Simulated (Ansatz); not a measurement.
Born–Oppenheimer molecular dynamics of FMg (2 atoms, charge 0, multiplicity 2). It starts from a relaxed structure.

Theory: Ansatz, UKS PBE0/def2-SVP.

```
ensemble        : NVT, Langevin thermostat
time step       : 2 fs
steps asked     : 600
set temperature : 3000 K
friction        : 0.02 /fs
seed            : 444145
```

First frame:

```xyz
2
Properties=species:S:1:pos:R:3
F -0.739 0.219 -0.389
Mg 0.768 -0.279 0.393
```

(1) What does the run give?

(2) What happens to the structure?

(3) How do temperature and energy run in time?

Results:

(1) All steps were run.

```json
{
 "steps done": "600",
 "time covered": "1200 fs",
 "mean temperature over the second half": "2568 K",
 "spread of the potential energy over the second half": "119.7 meV per atom",
 "mean potential energy of the second half above the start": "82.9 meV per atom"
}
```

The mean temperature of the second half is 14 % below the set value. A run of 1.2 ps of so small a system gives no equilibrium averages.

(2) The same pairs are bonded in the first frame and the last. Pairs count as bonded within 1.25 times the sum of covalent radii (0.12 Å more for H–H). The details hang on the random start.

(3) 
```tsv
time (fs)	T (K)	potential energy less start (eV)
0.0	1500	0.000
100.0	1438	0.004
200.0	1821	0.038
300.0	2878	0.314
400.0	2680	0.597
500.0	910	0.371
600.0	2142	0.396
700.0	1768	0.523
800.0	2426	0.064
900.0	3515	0.007
1000.0	1078	0.259
1100.0	2293	0.349
1200.0	2773	0.004
```

Run time: 11 min on 1 CPU thread of a shared host.
